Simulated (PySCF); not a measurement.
Calculation: r2SCAN-D4/def2-TZVP // r2SCAN-D4/def2-SVP run with PySCF 2.14.0. Gas-phase values, no solvent. 

Reference species (SMILES): `[OH]` (neutral, multiplicity 2).

| Property | Result |
|---|---|
| highest occupied spin orbital | -7.57 eV |

Changed species: `[CH3]` (free radical CH3; the reference has free radical OH).

Predict the effect on the highest occupied spin orbital.

the highest occupied spin orbital rises by 1.69 eV, to -5.88 eV.
